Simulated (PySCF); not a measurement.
**Basis-set dependence of population analyses: `Cn1ccnn1`**

Species: C3H5N3.
Numbering: `[CH3:1][n:2]1[cH:3][cH:4][n:5][n:6]1` (hydrogens: H7, H8, H9 on C1; H10 on C3; H11 on C4)

PBE0 throughout (PySCF), one geometry, spherical d and f functions. Geometry: PBE0-D3(BJ)/def2-SVP; no solvent, vibrations or thermal averaging. Atoms taken as equivalent share a column and are averaged. The first 7 of 9 kinds of atom are listed.

Mulliken charges (e):

```
      basis  functions      C1      N2      C3      C4      N5      N6  H7/H8/H9
   pcSseg-0         64  -0.350  -0.608  +0.039  +0.007  -0.394  -0.013    +0.263
    cc-pVDZ        109  +0.046  -0.164  +0.069  +0.028  -0.178  -0.081    +0.073
aug-cc-pVDZ        183  +0.908  -0.099  +0.494  +0.634  -0.422  -0.430    -0.134
    cc-pVTZ        250  -0.195  +0.114  -0.134  -0.131  -0.138  -0.117    +0.114
   IGLO-III        260  -0.380  +0.167  -0.060  +0.004  -0.237  -0.128    +0.150
```

IAO charges (e):

```csv
basis,functions,C1,N2,C3,C4,N5,N6,H7/H8/H9
pcSseg-0,64,-0.317,+0.016,-0.130,-0.127,-0.186,-0.119,+0.171
cc-pVDZ,109,-0.316,+0.043,-0.140,-0.115,-0.188,-0.116,+0.166
aug-cc-pVDZ,183,-0.325,+0.048,-0.142,-0.115,-0.199,-0.127,+0.170
cc-pVTZ,250,-0.327,+0.045,-0.141,-0.115,-0.196,-0.122,+0.170
IGLO-III,260,-0.327,+0.045,-0.142,-0.115,-0.199,-0.125,+0.171
```

Hirshfeld charges (e):

| basis | functions | C1 | N2 | C3 | C4 | N5 | N6 | H7/H8/H9 |
| --- | --- | --- | --- | --- | --- | --- | --- | --- |
| pcSseg-0 | 64 | -0.039 | +0.062 | -0.037 | -0.050 | -0.149 | -0.091 | +0.057 |
| cc-pVDZ | 109 | -0.046 | +0.055 | -0.037 | -0.051 | -0.141 | -0.079 | +0.057 |
| aug-cc-pVDZ | 183 | -0.054 | +0.027 | -0.028 | -0.046 | -0.149 | -0.080 | +0.064 |
| cc-pVTZ | 250 | -0.053 | +0.039 | -0.031 | -0.047 | -0.146 | -0.080 | +0.061 |
| IGLO-III | 260 | -0.054 | +0.028 | -0.029 | -0.046 | -0.149 | -0.081 | +0.064 |

ESP-fitted charges (e):

```tsv
basis	functions	C1	N2	C3	C4	N5	N6	H7/H8/H9
pcSseg-0	64	-0.510	+0.685	-0.571	+0.327	-0.396	-0.347	+0.167
cc-pVDZ	109	-0.412	+0.594	-0.509	+0.186	-0.297	-0.294	+0.139
aug-cc-pVDZ	183	-0.507	+0.664	-0.524	+0.189	-0.314	-0.318	+0.161
cc-pVTZ	250	-0.486	+0.644	-0.522	+0.189	-0.308	-0.307	+0.156
IGLO-III	260	-0.494	+0.657	-0.519	+0.184	-0.313	-0.316	+0.158
```

Some averages cover members that differ in this geometry, most widely: H7/H8/H9, Mulliken in aug-cc-pVDZ -0.210 to -0.075; H7/H8/H9, Mulliken in IGLO-III +0.135 to +0.175; H7/H8/H9, IAO in pcSseg-0 +0.163 to +0.188 e.

Problem. Which scheme is steadiest as the basis changes?

Solution. Largest range over the bases for any column: IAO 0.03 e, Hirshfeld 0.04 e, ESP-fitted 0.14 e, Mulliken 1.29 e. IAO and Hirshfeld charges move least and Mulliken charges most, counted in e.

Problem. How much do the charges still move between the two largest bases, cc-pVTZ and IGLO-III?

Solution. At most, over all atoms: Mulliken 0.186 e, IAO 0.004 e, Hirshfeld 0.010 e, ESP-fitted 0.012 e.

Problem. What do the same runs give for the total energy, the frontier levels and the dipole moment?

Solution. 
```json
{"basis": "pcSseg-0", "energy (Eh)": "-280.5280", "HOMO (eV)": "-7.35", "LUMO (eV)": "-0.20", "μ (D)": "5.30"}
{"basis": "cc-pVDZ", "energy (Eh)": "-281.2401", "HOMO (eV)": "-7.37", "LUMO (eV)": "0.21", "μ (D)": "4.45"}
{"basis": "aug-cc-pVDZ", "energy (Eh)": "-281.2582", "HOMO (eV)": "-7.58", "LUMO (eV)": "-0.25", "μ (D)": "4.65"}
{"basis": "cc-pVTZ", "energy (Eh)": "-281.3133", "HOMO (eV)": "-7.51", "LUMO (eV)": "-0.01", "μ (D)": "4.53"}
{"basis": "IGLO-III", "energy (Eh)": "-281.3255", "HOMO (eV)": "-7.57", "LUMO (eV)": "-0.17", "μ (D)": "4.64"}
```

The dipole is fixed by the density alone, so its range of 0.85 D shows that the density itself changes with the basis, not only its division among atoms.
